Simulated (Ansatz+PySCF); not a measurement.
**doublet CH₃S: levels of theory in one basis**

```xyz
5

C    -0.0039    1.1102    0.0000
S    -0.0039   -0.7086    0.0000
H     1.0433    1.4311    0.0000
H    -0.4792    1.5124    0.8952
H    -0.4792    1.5124   -0.8952
```

Basis set: cc-pVTZ on H, C; cc-pV(T+d)Z on S (spherical functions). Left uncorrelated: 6 orbitals. Correlation on ROHF uses semicanonical orbitals with singles. Charge 0, multiplicity 2.

Computed with Ansatz (development build ahead of 0.2.0); each method stands on the lowest determinant of its kind that the runs found.

```json
{"method": "ROHF", "E − E(ROHF) (eV)": "0.00", "<S²> of the determinant": "0.75"}
{"method": "UHF", "E − E(ROHF) (eV)": "-0.16", "<S²> of the determinant": "0.76"}
{"method": "ROHF-MP2", "E − E(ROHF) (eV)": "-9.04", "<S²> of the determinant": "–"}
{"method": "UHF-MP2", "E − E(ROHF) (eV)": "-9.01", "<S²> of the determinant": "0.76"}
```

Problem. What does ROHF-CCSD(T) give on the same scale?

Solution. -10.35 eV.
